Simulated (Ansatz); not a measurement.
```yaml
crystal:
  periodic: [false, false, false]
  atoms:
    - {symbol: Nb, position_ang: [0.000000, 0.000000, 0.000000]}
    - {symbol: C, position_ang: [0.000000, 0.000000, 2.210000]}
basis:
  gaussian: {orbitals: def2-TZVP}
total_charge: 1
magnetization: {spin_polarized: true, initial_magnetization: 2}
hamiltonian: {xc: pbe0}
relax: {f_tol: 0.004, max_steps: 80}
```

```sh
$ ansatz run in.yaml --threads 1 --pin off --events-out ev --progress --plain --max-ram 2176MiB
```

Steps of the relaxation (energy above the last step; positions in Å, forces in eV/Å):

```
2
step 1, 2078.1 meV
Nb    0.000    0.000    0.000    0.000    0.000    3.830
C     0.000    0.000    2.210    0.000    0.000   -3.830
```

```
2
step 2, 213.6 meV
Nb    0.000    0.000    0.195    0.000    0.000    3.618
C     0.000    0.000    2.015    0.000    0.000   -3.618
```

```
2
step 3, 2629.6 meV
Nb    0.000    0.000    0.390    0.000    0.000  -22.886
C     0.000    0.000    1.820    0.000    0.000   22.886
```

```
2
step 4, 21.9 meV
Nb    0.000    0.000    0.233    0.000    0.000    1.303
C     0.000    0.000    1.977    0.000    0.000   -1.303
```

```
2
step 5, 0.0 meV
Nb    0.000    0.000    0.249    0.000    0.000    0.012
C     0.000    0.000    1.961    0.000    0.000   -0.012
```

```
2
step 7, 0.0 meV
Nb    0.000    0.000    0.249    0.000    0.000    0.000
C     0.000    0.000    1.961    0.000    0.000    0.000
```

Close pairs at the end: Nb1–C2 1.712 Å.

A stationary point of unrestricted PBE0 after 7 steps, with ⟨S²⟩ = 2.013 against 2.00 for a pure state. 80 s on 1 thread of Intel Xeon Platinum 8375C, shared host.
